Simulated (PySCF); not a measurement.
## Computed spin Hamiltonian

C2H2Cl2 (charge +1 and doublet state).
Numbering: `[CH2+:1][C:2]([Cl:3])[Cl:4]` (hydrogens: H5, H6 on C1)

Geometry (GFN2-xTB, Å), atoms numbered from 1 in this order:
```xyz
6
C2H2Cl2 angstrom
C     -0.7754   -0.1396   -0.0212
C      0.5698    0.1028    0.0097
Cl     1.1761    1.6865   -0.0265
Cl     1.6890   -1.1692    0.0851
H     -1.4917    0.6721   -0.0705
H     -1.1646   -1.1506    0.0018
```

Method: UKS B3LYP, pcH-1 on C Cl H, non-relativistic, mean-field spin-orbit, GIAO in PySCF. Geometry: GFN2-xTB; no solvent, vibrations or thermal averaging. A GFN2-xTB geometry isn't a minimum of the functional, and hyperfine couplings can be far from their values at a DFT geometry, by a factor of two or more for some ions and for spin on atoms past the first row. Stability of the SCF solution: not tested.

* g1, g2, g3: 2.00190, 2.02753, 2.02792
* g_iso: 2.01912
* Form of g: close to axial: the two nearest values differ by 1 % of g3 − g1
* ⟨S²⟩: 0.7538 (exact 0.7500)
* HOMO–LUMO gap, α and β orbitals: 6.35, 3.13 eV

Isotropic coupling and dipolar principal values T1 to T3, in MHz:

| atom | isotope | a_iso | of which spin–orbit | T1 | T2 | T3 | Mulliken spin population |
| --- | --- | --- | --- | --- | --- | --- | --- |
| C1 | 13C | 45.6 | -0.5 | -50.0 | -49.2 | 99.2 | 0.61 |
| C2 | 13C | -14.9 | 0.9 | -15.2 | -10.1 | 25.3 | 0.08 |
| Cl3 | 35Cl | 8.9 | 2.6 | -35.1 | -34.3 | 69.4 | 0.18 |
| Cl4 | 35Cl | 8.9 | 2.6 | -35.1 | -34.3 | 69.4 | 0.18 |
| H5 | 1H | -41.6 | -0.1 | -22.2 | -4.1 | 26.3 | -0.03 |
| H6 | 1H | -41.6 | -0.1 | -22.2 | -4.1 | 26.3 | -0.03 |

The Mulliken spin populations are largest on C1 (+0.61), Cl3 (+0.18), Cl4 (+0.18) and C2 (+0.08). Three atoms exceed +0.15. The angles at C1 add up to 360.0°, so it is planar; its axial dipolar tensor and the negative couplings of its protons fit spin in a p orbital normal to that plane.

The SMILES `[CH2+][C](Cl)Cl` draws the unpaired electron on C2, whose computed spin population is only +0.08.

Axes: g1 is normal to the molecular plane.

Under fast tumbling the dipolar parts average out, and these isotropic splittings remain: 2 × 1H (H5/H6, I = 1/2, 3 lines) with 1.47 mT and 2 × 35Cl (Cl3/Cl4, I = 3/2, 7 lines) with 0.32 mT.

Main isotope only: 35Cl (natural samples also hold 24 % 37Cl, magnetic too, which adds its own pattern).

The 13C coupling of C1 (45.6 MHz) shows only in satellite lines or after enrichment, since that isotope makes up about 1.07 % of natural carbon.

The spin density at the nucleus, in bohr⁻³, is negative for C2 (-0.0141) and H5/H6 (-0.0093), for instance. A restricted open-shell determinant has no negative spin density anywhere; here it arises because α and β orbitals differ (spin polarisation).
